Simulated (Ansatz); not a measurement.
Process, species as SMILES: [O]F (O-F) → F atom + O atom
B3LYP-D3(BJ)/def2-TZVP geometries, fixed; electronic energies without zero-point terms.

Effect of a fitting basis named in the input at MP2/aug-cc-pVTZ with Ansatz (a program for electronic structure), against the last row, where the atomisation energy is 51.30 kcal/mol. Cores are frozen. Open shells are unrestricted. The default fits or decomposes integrals by the program's own choice; accuracy: high also tightens integrals, grids and stops.

| setting | largest shift of a total energy (mEh) | shift of the atomisation energy (kcal/mol) |
|---|---|---|
| fitting: def2-universal-jkfit and def2-SVP-RIFIT | -5.055 | -0.348 |
| fitting: def2-universal-jkfit and cc-pVDZ-RIFIT | -3.237 | -0.023 |
| fitting: def2-universal-jkfit and cc-pVTZ-RIFIT | -0.123 | -0.052 |
| fitting: def2-universal-jkfit and aug-cc-pVTZ-RIFIT | 0.138 | -0.039 |
| fitting: def2-universal-jkfit and cc-pVQZ-RIFIT | 0.141 | -0.036 |
| fitting: def2-universal-jkfit and aug-cc-pVQZ-RIFIT | 0.132 | -0.041 |
| accuracy: high | -0.001 | 0.000 |
| accuracy: medium (default) | 0.000 | 0.000 |

Within 0.1 kcal/mol in the atomisation energy: fitting: def2-universal-jkfit and cc-pVDZ-RIFIT; fitting: def2-universal-jkfit and cc-pVTZ-RIFIT; fitting: def2-universal-jkfit and aug-cc-pVTZ-RIFIT; fitting: def2-universal-jkfit and cc-pVQZ-RIFIT; fitting: def2-universal-jkfit and aug-cc-pVQZ-RIFIT; accuracy: high. The largest shift is 5.055 mEh in a total energy and 0.348 kcal/mol in the difference.
